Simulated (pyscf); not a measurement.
Optimised with ωB97X-D3(BJ)/def2-SVP in PySCF.

`[CH3]` [doublet] + `[Cl][SiH2][Cl]` → `[CH4]` + `[Cl][SiH][Cl]` [doublet]
Surface: doublet. Broken: H–Si. Formed: C–H. Give ΔE‡ and ΔE from ωB97M-D3(BJ)/def2-TZVP, relative to the separated reactants.

ΔE‡ = 6.7 kcal/mol, ΔE = -15.9 kcal/mol. Zero-point energy shifts the barrier by +0.1 kcal/mol. It is a hydrogen abstraction, with an imaginary mode of 957i cm⁻¹. One saddle was located; it need not be the lowest between these sides. The angle at the transferred H is 172°.
